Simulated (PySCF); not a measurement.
Task: Give a PBE0-D3(BJ)/def2-SVP geometry of InChI=1S/C4H5Cl/c1-3-2-4(3)5/h4H,1-2H2/t4-/m1/s1.

Result: 
```xyz
10
C4H5Cl angstrom
C      1.599   -0.130   -0.618
C      0.407    0.006   -0.060
C     -0.612    0.858    0.561
C     -0.865   -0.615    0.287
Cl    -1.995   -1.090   -0.982
H      2.295    0.711   -0.682
H      1.914   -1.088   -1.040
H     -0.509    1.169    1.607
H     -1.130    1.578   -0.082
H     -0.917   -1.300    1.139
```

Orientation and origin are arbitrary. Atoms count from 1 in this order. The 4 C–C bonds span 1.322 Å (C1=C2, drawn double) to 1.519 Å (C3–C4, drawn single), a spread of 0.197 Å. The 3-membered ring C2–C3–C4 has internal angles of 58.4° to 62.6°.

Bonds between heavy atoms (Å): C1=C2 1.322, C2–C3 1.466, C3–C4 1.519, C4–Cl5 1.764, C2–C4 1.458.

Method used: PySCF 2.14.0, PBE0-D3(BJ)/def2-SVP geometry optimisation, gas phase.

Point group: C1 (no symmetry element, even within 0.4 Å). No PBE0-D3(BJ)/def2-SVP frequencies stand behind this structure, so it isn't proved a minimum.
